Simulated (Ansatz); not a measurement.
Take a crystal in which B has been replaced by Al on all its sites, with the cell rescaled by a rough guess (in some cases also distorted within its space group) and nothing relaxed:

```xyz
5
Lattice="4.3886 0.0000 0.0000 0.0000 4.3886 0.0000 0.0000 0.0000 4.3886" Properties=species:S:1:pos:R:3 pbc="T T T"
Sc    0.0000    0.0000    0.0000
Al    2.1943    2.1943    2.1943
Pt    0.0000    2.1943    2.1943
Pt    2.1943    2.1943    0.0000
Pt    2.1943    0.0000    2.1943
```

All numbers below come from DFT PBE, scalar-relativistic, plane waves, PAW in Ansatz.

Plane waves to 420 eV, a k mesh through Γ of 8×8×8 on the computed 5-atom cell and Gaussian smearing (0.10 eV); no spin polarisation.

(1) Will this cell want to expand or contract, and how hard?

(2) Is it a metal on this mesh?

(3) What is its energy against the elements in their standard states?

Spin-orbit coupling is left out, which matters for the bands of heavy elements. Spin polarisation was left out, and a magnetic state may lie lower.

Results:

(1) The pressure is 20.5 GPa (positive in compression), so the cell would expand.

(2) Yes, a band crosses the Fermi level.

(3) -0.150 eV/atom at this unrelaxed geometry, with the elements in the same functional.